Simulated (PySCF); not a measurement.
PySCF single point, PBE/def2-TZVP, density fitting, IEF-PCM implicit glyme (electrostatics alone), on sulfur dioxide, SO2 (SMILES O=S=O), charge 0, multiplicity 1.

```python
from pyscf import gto, scf, dft
mol = gto.M(atom='''
O     -1.218522     0.378026    -0.000000
S     -0.000191    -0.378026     0.000000
O      1.218522     0.377946    -0.000000
''', basis='def2-TZVP', charge=0, spin=0, verbose=3)
mf = dft.RKS(mol, xc='PBE')
mf = mf.density_fit()
mf = mf.PCM()
mf.with_solvent.method = 'IEF-PCM'
mf.with_solvent.eps = 7.2
mf.max_cycle = 100
e = mf.kernel()
print('converged', mf.converged)
print('E_total', e)
print('nao', mol.nao)
print('HOMO', mf.mo_energy[mf.mo_occ > 0].max())
mf.dip_moment()
```

Output:

```

WARN: PCM is an experimental feature. It is still in testing.
Features and APIs may be changed in the future.

converged SCF energy = -548.404724451117
converged True
E_total -548.4047244511172
nao 99
HOMO -0.28899681540929584
Dipole moment(X, Y, Z, Debye): -0.00178, -1.98837,  0.00000
```

The total energy is -14922.85 eV, -0.12 eV from the same level's vacuum run.
